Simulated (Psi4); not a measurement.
# wB97X-D/cc-pVQZ-F12 (density fitting, sweep point 3) run of BNH3F (SMILES NBF)

Aim: the vertical electron affinity of BNH3F at wB97X-D/cc-pVQZ-F12 (density fitting, sweep point 3), from 2 runs. 

Program for the calculation: Psi4 1.11.

## Step 1: Starting point

BNH3F: 6 atoms, total charge 0, spin state singlet. SMILES: `NBF`. The coordinates come from a PBE0-D4/def2-TZVP relaxation.

Bond lengths: N1–B2 1.389 Å, B2–F3 1.337 Å, N1–H4 1.004 Å, N1–H5 1.006 Å, B2–H6 1.196 Å. Angles: N1–B2–F3 119.2°, N1–B2–H6 121.8°, F3–B2–H6 119.0°, B2–N1–H4 122.4°, B2–N1–H5 122.9°, H4–N1–H5 114.6°.

## Step 2: A single-point energy at wB97X-D/cc-pVQZ-F12 (density fitting, sweep point 3)

Input file job.inp:

```
memory 1600 mb

molecule geom {
  N     -0.426400     0.101100    -0.582100
  B      0.415700    -0.151700     0.493800
  F      0.446700     0.710400     1.515900
  H     -0.487800    -0.513300    -1.373400
  H     -1.022000     0.910700    -0.632200
  H      1.115700    -1.121200     0.531800
  symmetry c1
}

set basis cc-pVQZ-F12
set puream true
set scf_type df
set dft_radial_points 99
set dft_spherical_points 590

energy('wb97x-d')
```

Started as:

```
$ psi4 -n 1 job.inp job.out
```

job.out:

```text
[...]
  Running in c1 symmetry.
[...]
  Nuclear repulsion =   65.180622369518190
[...]
  Multiplicity = 1
[...]
  Nalpha       = 12
  Nbeta        = 12
[...]
    Number of basis functions: 363
[...]
   @DF-RKS iter   1:  -181.18062820620071   -6.24437e-01   2.08701e-03 ADIIS/DIIS
[...]
   @DF-RKS iter   7:  -181.39198391524073   -4.61983e-07   8.24826e-07 DIIS
[...]
    Orbital Energies [Eh]
    ---------------------
    Doubly Occupied:
       1A    -24.790734     2A    -14.435456     3A     -6.889268
       4A     -1.294456     5A     -0.977966     6A     -0.644706
       7A     -0.617241     8A     -0.577806     9A     -0.531536
      10A     -0.522786    11A     -0.431117    12A     -0.387514
[...]
  @DF-RKS Final Energy:  -181.39198391524073
   => Energetics <=
    Nuclear Repulsion Energy =             65.1806223695181899
    One-Electron Energy =                -378.2323026987057801
    Two-Electron Energy =                 147.3974914244517151
    DFT Exchange-Correlation Energy =     -15.7368841938206430
    Empirical Dispersion Energy =          -0.0009108166841876
    VV10 Nonlocal Energy =                  0.0000000000000000
    Total Energy =                       -181.3919839152407292
[...]
 Multipole Moments:
 ------------------------------------------------------------------------------------
     Multipole            Electronic (a.u.)      Nuclear  (a.u.)        Total (a.u.)
 ------------------------------------------------------------------------------------
 L = 1.  Multiply by 2.5417464519 to convert [e a0] to [Debye]
 Dipole X            :          0.8885240           -1.3159375           -0.4274135
 Dipole Y            :          1.3325734           -1.4470758           -0.1145024
 Dipole Z            :          2.9384663           -3.7581444           -0.8196781
 Magnitude           :                                                    0.9314855
[...]
```

Wall time 65 s (1 thread of AMD EPYC 9R45 (Zen 5), shared host); peak memory 1.4 GiB.

## Step 3: The doublet anion

Input file input.inp:

```
memory 1.6 GB

molecule mol {
  -1 2
  N     -0.426400     0.101100    -0.582100
  B      0.415700    -0.151700     0.493800
  F      0.446700     0.710400     1.515900
  H     -0.487800    -0.513300    -1.373400
  H     -1.022000     0.910700    -0.632200
  H      1.115700    -1.121200     0.531800
  symmetry c1
}

set reference uks
set puream true
set scf_type df
set dft_radial_points 99
set dft_spherical_points 590
set maxiter 150

energy_value = energy('wb97x-d/cc-pVQZ-F12')
```

Started as:

```
$ psi4 -i input.inp -o input.out -n 1
```

input.out:

```text
[...]
  Running in c1 symmetry.
[...]
  Nuclear repulsion =   65.180622369518190
[...]
  Multiplicity = 2
[...]
  Nalpha       = 13
  Nbeta        = 12
[...]
    Number of basis functions: 363
[...]
   @DF-UKS iter   1:  -180.90211633714694   -3.45925e-01   2.54705e-03 ADIIS/DIIS
[...]
   @DF-UKS iter  30:  -181.36872324238155   -4.28842e-07   3.44264e-07 DIIS
[...]
   @S^2 Observed:                7.503405858E-01
[...]
    Orbital Energies [Eh]
    ---------------------
    Alpha Occupied:
       1A    -24.676742     2A    -14.299628     3A     -6.765020
       4A     -1.181191     5A     -0.841947     6A     -0.524086
       7A     -0.483593     8A     -0.453866     9A     -0.418337
      10A     -0.402499    11A     -0.312411    12A     -0.253868
      13A      0.020645
    Alpha Virtual:
      14A      0.099600    15A      0.103030    16A      0.106525
      17A      0.161109    18A      0.177126    19A      0.193326
      20A      0.215587    21A      0.220233    22A      0.241848
      23A      0.249313    24A      0.252083    25A      0.268286
[...]
  @DF-UKS Final Energy:  -181.36872324238155
   => Energetics <=
    Nuclear Repulsion Energy =             65.1806223695181899
    One-Electron Energy =                -381.1813927919013167
    Two-Electron Energy =                 150.3843600598370642
    DFT Exchange-Correlation Energy =     -15.7514020631512857
    Empirical Dispersion Energy =          -0.0009108166841876
    VV10 Nonlocal Energy =                  0.0000000000000000
    Total Energy =                       -181.3687232423815487
[...]
 Multipole Moments:
 ------------------------------------------------------------------------------------
     Multipole            Electronic (a.u.)      Nuclear  (a.u.)        Total (a.u.)
 ------------------------------------------------------------------------------------
 L = 1.  Multiply by 2.5417464519 to convert [e a0] to [Debye]
 Dipole X            :          2.7917875           -1.3159375            1.4758500
 Dipole Y            :          2.6182614           -1.4470758            1.1711856
 Dipole Z            :          7.4614314           -3.7581444            3.7032870
 Magnitude           :                                                    4.1550143
[...]
```

It took 6.8 min on 1 thread of AMD EPYC 9R45 (Zen 5), shared host; peak memory 1.4 GiB.

## Step 4: Outcome

Level: wB97X-D/cc-pVQZ-F12 (density fitting, sweep point 3).

| quantity | value |
| --- | --- |
| singlet BNH3F: total energy | -181.39198 Eh |
| singlet BNH3F: dipole moment | 2.37 D |
| singlet BNH3F: HOMO energy | -10.54 eV |
| singlet BNH3F: LUMO energy | 0.86 eV |
| singlet BNH3F: HOMO–LUMO gap | 11.41 eV |
| singlet BNH3F: dispersion energy | -2.39 kJ/mol |
| doublet anion: total energy | -181.36872 Eh |
| doublet anion: HOMO energy (highest over α and β) | 0.56 eV |
| doublet anion: LUMO energy (lowest over α and β) | 2.71 eV |
| doublet anion: dispersion energy | -2.39 kJ/mol |
| doublet anion: ⟨S²⟩ | 0.750 |
| vertical electron affinity (to the doublet anion) | -0.633 eV |

In words: The anion lies 0.63 eV (14.6 kcal/mol) above the neutral: the electron isn't bound at this level, and such a value depends on the basis. The HOMO (doublet anion) lies at positive energy, 0.56 eV; only total energies tell whether the electron is bound.
